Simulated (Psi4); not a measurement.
**Si2H5 (SMILES [SiH2][SiH3]): an attempt with Psi4**

Wanted: the energy of Si2H5.

The calculation is run with Psi4 1.11.

6 further runs of the same task are left out: 1 that didn't finish, 5 set aside as unsound or not needed.

## Step 1: The structure to begin with

The species is Si2H5 (7 atoms), meant as a doublet with charge 0. As SMILES, `[SiH2][SiH3]`. Geometry: relaxed at PBE0-D4/def2-TZVP.

Bond lengths: Si1–Si2 2.324 Å, Si1–H3 1.489 Å, Si1–H4 1.488 Å, Si2–H5 1.487 Å, Si2–H6 1.490 Å, Si2–H7 1.487 Å. Angles: Si1–Si2–H5 109.0°, Si1–Si2–H6 112.7°, Si1–Si2–H7 109.0°, Si2–Si1–H3 114.5°, Si2–Si1–H4 114.5°, H5–Si2–H6 108.5°, H5–Si2–H7 109.1°, H6–Si2–H7 108.5°, H3–Si1–H4 109.9°.

## Step 2: The job

The input, h5si2.py:

```python
import psi4

psi4.set_memory(1600000000)
psi4.set_num_threads(1)
psi4.core.set_output_file('h5si2.out', False)

geom = psi4.geometry("""
0 2
Si    -0.209600    -1.361200    -0.191100
Si     0.357900     0.889200    -0.062000
H     -0.002600    -2.123900     1.070300
H     -1.573600    -1.624600    -0.725600
H      0.210000     1.502800    -1.408000
H     -0.495800     1.643100     0.898600
H      1.774900     1.006800     0.372200
symmetry c1
""")

psi4.set_options({
    'basis': '6-311+G**',
    'reference': 'uks',
    'scf_type': 'df',
    'soscf': True,
})

result = psi4.energy('r2scan', molecule=geom)
print(f'total energy {result:.8f} hartree = {result * 27.211386:.5f} eV')
for k, v in sorted(psi4.core.scalar_variables().items()):
    print(f'{k:45s} {v:18.10f}')
```

Run with:

```console
$ python h5si2.py
```

h5si2.out:

```text
=> Loading Basis Set <=

    Name: 6-311+G**
    Role: ORBITAL
    Keyword: BASIS

         ---------------------------------------------------------
                                   SCF
                              UKS Reference
                        1 Threads,   1525 MiB Core
         ---------------------------------------------------------

  ==> Geometry <==

    Molecular point group: c1
    Full point group: C1

    Geometry (in Angstrom), charge = 0, multiplicity = 2:

       Center              X                  Y                   Z               Mass
    ------------   -----------------  -----------------  -----------------  -----------------
         SI          -0.276184658802    -1.151376724967    -0.078433974974    27.976926534650
         SI           0.291315341198     1.099023275033     0.050666025026    27.976926534650
         H           -0.069184658802    -1.914076724967     1.182966025026     1.007825032230
         H           -1.640184658802    -1.414776724967    -0.612933974974     1.007825032230
         H            0.143415341198     1.712623275033    -1.295333974974     1.007825032230
         H           -0.562384658802     1.852923275033     1.011266025026     1.007825032230
         H            1.708315341198     1.216623275033     0.484866025026     1.007825032230

  Running in c1 symmetry.

  Rotational constants: A =      1.77219  B =      0.17925  C =      0.17481 [cm^-1]
  Rotational constants: A =  53128.88996  B =   5373.81483  C =   5240.81142 [MHz]
  Nuclear repulsion =   82.797384022765954

  Charge       = 0
  Multiplicity = 2
  Electrons    = 33
  Nalpha       = 17
  Nbeta        = 16

  ==> Algorithm <==

  SCF Algorithm Type is DF.
  DIIS enabled.
  MOM disabled.
  Fractional occupation disabled.
  Guess Type is SAD.
  Energy threshold   = 1.00e-06
  Density threshold  = 1.00e-06
  Integral threshold = 1.00e-12

  ==> Primary Basis <==

  Basis Set: 6-311+G**
    Blend: 6-311+G**
    Number of shells: 48
    Number of basis functions: 90
    Number of Cartesian functions: 92
    Spherical Harmonics?: true
    Max angular momentum: 2

  ==> DFT Potential <==

   => LibXC <=

    Version 7.1.2

   => Composite Functional: R2SCAN <=

    r2SCAN Meta-GGA XC Functional  (0.1021/acs.jpclett.0c02405)

    Deriv               =              1
    GGA                 =           TRUE
    Meta                =           TRUE

    Exchange Hybrid     =          FALSE
    MP2 Hybrid          =          FALSE

   => Exchange Functionals <=

    1.0000   XC_MGGA_X_R2SCAN

   => Correlation Functionals <=

    1.0000   XC_MGGA_C_R2SCAN

   => LibXC Density Thresholds  <==

    XC_MGGA_C_R2SCAN:  1.00E-15
    XC_MGGA_X_R2SCAN:  1.00E-11

   => Molecular Quadrature <=

    Radial Scheme          =       TREUTLER
    Pruning Scheme         =           NONE
    Nuclear Scheme         =       TREUTLER

    Blocking Scheme        =         OCTREE
    BS radius alpha        =              1
    Pruning alpha          =              1
    Radial Points          =             75
    Spherical Points       =            302
    Total Points           =         153612
    Total Blocks           =           1187
    Max Points             =            256
    Max Functions          =             88
    Weights Tolerance      =       1.00E-15

   => Loading Basis Set <=

    Name: (6-311+G** AUX)
    Role: JKFIT
    Keyword: DF_BASIS_SCF

  ==> Integral Setup <==

  DFHelper Memory: AOs need 0.029 GiB; user supplied 0.366 GiB.
  SCF_SUBTYPE=INCORE selected. In-core MEM_DF algorithm will be used.
  Using in-core AOs.

  ==> MemDFJK: Density-Fitted J/K Matrices <==

    J tasked:                   Yes
    K tasked:                    No
    wK tasked:                   No
    Memory [MiB]:               375
    Algorithm:                 Core
    Schwarz Cutoff:           1E-12
    Mask sparsity (%):       2.1235
    Fitting Condition:        1E-10

   => Auxiliary Basis Set <=

  Basis Set: (6-311+G** AUX)
    Blend: HEAVY-AUG-CC-PVTZ-JKFIT
    Number of shells: 134
    Number of basis functions: 442
    Number of Cartesian functions: 535
    Spherical Harmonics?: true
    Max angular momentum: 4

  Cached 100.0% of DFT collocation blocks in 0.751 [GiB].

  Minimum eigenvalue in the overlap matrix is 1.1683990325E-03.
  Reciprocal condition number of the overlap matrix is 1.8029062900E-04.
    Using symmetric orthogonalization.

  ==> Pre-Iterations <==

  SCF Guess: Superposition of Atomic Densities via on-the-fly atomic UHF (no occupation information).

   -------------------------
    Irrep   Nso     Nmo
   -------------------------
     A         90      90
   -------------------------
    Total      90      90
   -------------------------

  ==> Iterations <==

                           Total Energy        Delta E     RMS |[F,P]|

   @DF-UKS iter SAD:  -581.41813276103790   -5.81418e+02   0.00000e+00
   @DF-UKS iter   1:  -581.79306835773673   -3.74936e-01   5.42954e-03 DIIS/ADIIS
   @DF-UKS iter   2:  -581.83238486590017   -3.93165e-02   3.98516e-03 DIIS/ADIIS
```

On the terminal:

```text
Traceback (most recent call last):
  File "h5si2.py", line 26, in <module>
    result = psi4.energy('r2scan', molecule=geom)
RuntimeError:
Fatal Error: Vx: UKS does not support rotated V builds for MGGA's
```

Wall time 5.1 s (1 thread of Intel Xeon 6975P-C (Granite Rapids), shared host); peak memory 1 GiB.

## Step 3: Reading the log

The program stopped with an error.

The telling line is `Fatal Error: Vx: UKS does not support rotated V builds for MGGA's`. To mend it: soscf at its default in place of yes. As typed, the program can't run this.
